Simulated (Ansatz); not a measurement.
Compare A (`N/C(F)=C\O`) with its isomer B (`C/N=C(/O)F`).

Gas-phase electronic energies from Ansatz, PBE0-D4/def2-TZVP geometries. CBS: MP2 limit from def2 TZ/QZ plus the TZ coupled-cluster correction, frozen cores. Double bonds are as drawn, so ΔE can hold a change between cis and trans. DFT in def2-TZVPP. One conformer a species, not always the lowest.

(1) Which isomer does CCSD(T)/CBS put lower? Give the gap. (Best estimate.)

(2) Give E(B) − E(A) in kJ/mol with HF/def2-TZVPP, CCSD(T)/def2-SVP, r2SCAN-D4, B2PLYP, LDA (SPW92), MP2/def2-TZVPP, PBE0-D4. (Estimate.)

(3) Does the order hold for the free energy at 298.15 K (harmonic terms from PBE0-D4)? (An estimate is asked.)

Largest T1 diagnostic: 0.012.

Answers

(1) Computed: B, by 48.0 kJ/mol.

(2) The calculation gave: HF/def2-TZVPP -67.6, CCSD(T)/def2-SVP -64.2, r2SCAN-D4 -56.5, B2PLYP -54.5, LDA (SPW92) -42.4, MP2/def2-TZVPP -57.8, PBE0-D4 -51.2. None reverses the order clearly.

(3) Ansatz gave: Yes: G(B) − G(A) = -50.4 kJ/mol, for one conformer each.

At CCSD(T), def2-SVP lies −16.1 kJ/mol from the extrapolated value and def2-TZVPP −5.6 kJ/mol. In def2-TZVPP, CCSD(T) changes the Hartree–Fock value by +13.9 kJ/mol (the triples alone add +0.7 kJ/mol) and MP2 by +9.9 kJ/mol.
